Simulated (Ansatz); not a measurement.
System (SMILES): [O-][N+]#N.
Atoms: N1, N2, O3. Bonds: N1-N2, N2-O3.

Basis-set convergence of the optimised N2-O3 bond length at HF with Ansatz (a quantum-chemistry and plane-wave program). Cartesian d functions, on some or all atoms, in 6-31+G*; all else is spherical. The program fits the integrals of some runs and decomposes those of others, by size. No added dispersion term, no relativity. Reference: the value in def2-QZVPPD, 1.1679 Å, itself unsure by roughly 0.0002 Å (its mean distance from pcseg-3, def2-QZVPP, cc-pVQZ). Deviations are taken from unrounded values.

| basis | functions | optimised N2-O3 bond length (Å) | minus reference (Å) |
|---|---|---|---|
| 3-21G | 27 | 1.2601 | 0.0921 |
| cc-pVDZ | 42 | 1.1711 | 0.0032 |
| def2-SVP | 42 | 1.1649 | -0.0030 |
| 6-311G** | 54 | 1.1688 | 0.0009 |
| 6-31+G* | 57 | 1.1806 | 0.0127 |
| 6-311++G(2d,2p) | 81 | 1.1731 | 0.0052 |
| pcseg-2 | 90 | 1.1693 | 0.0013 |
| def2-TZVPP | 93 | 1.1680 | 0.0001 |
| def2-TZVPPD | 114 | 1.1684 | 0.0005 |
